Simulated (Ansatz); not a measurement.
Input file:

```yaml
crystal:
  periodic: [false, false, false]
  atoms:
    - {symbol: B, position_ang: [0.000000, -0.139435, 0.779235]}
    - {symbol: C, position_ang: [0.000000, -0.079177, -0.746415]}
    - {symbol: H, position_ang: [0.000000, 1.712968, 2.020808]}
    - {symbol: H, position_ang: [0.000000, 0.726073, -1.484409]}
basis:
  gaussian: {orbitals: STO-3G}
magnetization: {spin_polarized: false, initial_magnetization: 4}
correlation: {method: ccsdt_q_b, electrons: outside_noble_gas}
scf: {lower_state_search: full}
output: {forces: true}
```

```sh
$ ansatz run in.yaml --threads 1 --pin off --events-out ev --progress --plain --max-ram 2393MiB
```

Task: One thing in this input was set wrong on purpose, beside settings that are merely unusual. What is the gravest fault, and what does the program do?

Result: Multiplicity of wrong parity. How the run ends: refused.
```
Error: a molecule whose nuclei and cores have a total charge of 13 cannot have a net charge of 0 together with 4 unpaired electrons
```
